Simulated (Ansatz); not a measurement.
A calculation on 1T (CdI2-type) PtS2 returned lattice constant a 3.546 Å, lattice parameter c 5.632 Å, equilibrium volume per atom 20.44 Å³/atom.

For reference: lattice constant a 3.542 Å (measured, temperature not stated, no zero-point or thermal correction; as tabulated in Björkman (2014), arXiv:1406.2436); lattice parameter c 5.036 Å (measured, temperature not stated, zero-point anharmonic expansion removed (computed with revB86b-DF2); no thermal correction; as tabulated in Björkman (2014), arXiv:1406.2436).

### Question
Which level of theory produced these numbers?
(A) r²SCAN+rVV10 (Ansatz, a quantum-chemistry and plane-wave program)
(B) rVV10 (Ansatz)
(C) r²SCAN+SOC (Ansatz)
(D) r²SCAN-D4 (Ansatz)

### Answer
C, r²SCAN+SOC (Ansatz)

The others give: r²SCAN+rVV10 3.552 Å, 5.126 Å, 18.67 Å³/atom; r²SCAN-D4 3.551 Å, 5.200 Å, 18.93 Å³/atom; rVV10 3.625 Å, 5.034 Å, 19.10 Å³/atom.

Unless a cell is named, each level is at its own relaxed cell (r²SCAN+SOC 20.44, r²SCAN-D4 18.93, r²SCAN+rVV10 18.67, rVV10 19.10 Å³/atom).

Caveats: for a layered or molecular solid the relaxed cell lies over 5 % above the published volume, where the minimum can be shallow (r²SCAN+SOC); the cell comes from a level without a dispersion term, which matters for the spacing of layers, chains or molecules (r²SCAN+SOC). Ansatz's density-functional and Hartree–Fock values are scalar-relativistic unless marked +SOC, with PAW data made under PBE.
